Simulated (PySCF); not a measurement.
Two structures of Si2H6O, singlet, reached by relaxing down either side of one saddle point (PBE0-D4/def2-TZVP). Energies are electronic, without zero-point energy. Computed with PySCF 2.14 with density fitting (its default auxiliary sets; JK sets also for MP2 and CCSD(T)) (basis: def2-TZVPP and def2-QZVPP); correlated methods freeze the cores. Extrapolation: Hartree–Fock as exp(−7.88 √X), correlation as X^−2.97. First:

```xyz
9
angstrom
Si 0.7773 1.3479 0.1250
Si 0.7046 -0.9848 0.6012
H -1.1528 1.7089 -1.5503
O -0.6076 0.9413 -1.3461
H -0.3831 1.5136 1.1113
H -0.6316 -1.4930 0.1057
H 1.7177 -1.8414 -0.0793
H 0.7638 -1.3034 2.0568
H -1.1875 0.2184 -1.0650
```

Second:

Si1  (-0.566, 0.696, 0.049)
Si2  (1.278, -0.733, 0.199)
H3  (-0.194, 1.957, -0.658)
O4  (-1.745, -0.125, -0.770)
H5  (-1.032, 1.092, 1.411)
H6  (0.926, -1.973, 0.942)
H7  (1.771, -1.104, -1.154)
H8  (2.372, -0.033, 0.929)
H9  (-2.584, 0.318, -0.904)
(Å)

(1) Which bonds change from the first to the second?

(2) Give the saddle point's structure and its height above each. (An estimate is asked for; the value comes from the calculation.)

The T1 diagnostic stays at or below 0.016. The restricted Hartree–Fock reference is unstable towards an unrestricted one at one or more of these structures.

## Answers

(1) Si₂H₄ ([SiH][SiH3]) + H₂O → Si₂H₆O ([OH][SiH2][SiH3]); bonds formed: Si1–H3; dative contacts that become bonds: Si1–O4; bonds broken: H3–O4.

(2) The calculation gives: 23.74 kcal/mol above the first and 79.22 kcal/mol above the second (CCSD(T) at an estimated basis limit (MP2 extrapolated from triple and quadruple zeta, plus CCSD(T) − MP2 in triple zeta)).
Si1  (-0.175, 1.016, 0.062)
Si2  (1.214, -0.831, 0.479)
H3  (-0.843, 1.522, -1.335)
O4  (-1.409, 0.393, -1.256)
H5  (-1.044, 1.087, 1.285)
H6  (0.415, -2.044, 0.816)
H7  (2.065, -1.139, -0.701)
H8  (2.106, -0.510, 1.629)
H9  (-2.328, 0.505, -0.979)
(Å)

Losses and insertions of silylenes and their heavier kin drive the gas-phase chemistry of silicon and germanium vapour deposition.

Labels in which every atom is bracketed show which atoms are joined, not bond orders.

For scale, one of the runs: CCSD(T)/def2-TZVPP, 199 basis functions, launched by `OMP_NUM_THREADS=4 python run.py`. Hardware: 4 CPU threads of an Arm Neoverse V1, shared host. Wall time 5.2 min; peak host memory 2.1 GiB.
